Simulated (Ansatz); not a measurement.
```yaml
crystal:
  periodic: [false, false, false]
  atoms:
    - {symbol: S, position_ang: [-0.771982, 0.203578, -0.468308]}
    - {symbol: S, position_ang: [0.694919, -0.366323, 0.310102]}
basis:
  gaussian: {orbitals: STO-3G}
total_charge: 1
magnetization: {spin_polarized: true, initial_magnetization: 1}
hamiltonian: {xc: {name: B3LYP5}}
accuracy: high
relax: {f_tol: 0.001, max_steps: 3}
```

```sh
$ ansatz run in.yaml --threads 2 --pin off --events-out ev --progress --plain --max-ram 32768MiB --backend cpu
```

Shortened log:

```
Functional definition: B3LYP5
299 factors; integrals over basis functions are off by at most 1.8e-9 eV
mean field evaluation 1: about -21419.0709 eV, gradient 2.6e0 eV
mean field evaluation 2: about -21419.1380 eV, gradient 3.0e-1 eV
mean field evaluation 4: about -21419.1369 eV, gradient 5.2e-2 eV
mean field evaluation 8: about -21419.1369 eV, gradient 3.7e-4 eV
mean field evaluation 16: about -21419.1395 eV, gradient 9.8e-5 eV
mean field -21419.13690689 eV, -787.1387629157 hartree, gradient 6.6e-10 eV, S^2 0.750146; 1 other end points of the search recorded, 0 dependent functions left out
reference -21419.13692619 eV, -787.1387636250 hartree; 16, 15 occupied and 2, 3 virtual orbitals, 299 factors
relax step   1: F+E_penalty+E_count = -21419.13690689 eV  Δ(F+E_penalty+E_count) = +0.000e0 eV  max|allowed force component| = 7.826e0 eV/Å  Δτ_max = 0.0000 Å  (39 SCF iters, accepted)
299 factors; integrals over basis functions are off by at most 1.8e-9 eV
mean field -21419.76724608 eV, -787.1619274539 hartree, gradient 1.8e-8 eV, S^2 0.750121; 0 other end points of the search recorded, 0 dependent functions left out
reference -21419.76726582 eV, -787.1619281791 hartree; 16, 15 occupied and 2, 3 virtual orbitals, 299 factors
relax step   2: F+E_penalty+E_count = -21419.76724608 eV  Δ(F+E_penalty+E_count) = -6.303e-1 eV  max|allowed force component| = 9.249e-1 eV/Å  Δτ_max = 0.0917 Å  (31 SCF iters, accepted)
299 factors; integrals over basis functions are off by at most 1.8e-9 eV
mean field -21419.78312163 eV, -787.1625108695 hartree, gradient 1.2e-8 eV, S^2 0.750126; 0 other end points of the search recorded, 0 dependent functions left out
reference -21419.78314129 eV, -787.1625115921 hartree; 16, 15 occupied and 2, 3 virtual orbitals, 299 factors
relax step   3: F+E_penalty+E_count = -21419.78312163 eV  Δ(F+E_penalty+E_count) = -1.588e-2 eV  max|allowed force component| = 1.851e-2 eV/Å  Δτ_max = 0.0143 Å  (31 SCF iters, accepted)
Error: geometry relaxation did not converge after 3 steps: max|allowed force component| = 1.85e-2 eV/Å (threshold 1.0e-3). Raise `relax.max_steps` over both its present limit and 3, loosen `relax.f_tol`, or start from a geometry closer to equilibrium. Where this run's directory can be resumed (`checkpoint.write`), a resume goes on for up to `relax.max_steps` more
```

In this input the relaxation is allowed too few steps for its threshold. The run did not converge.
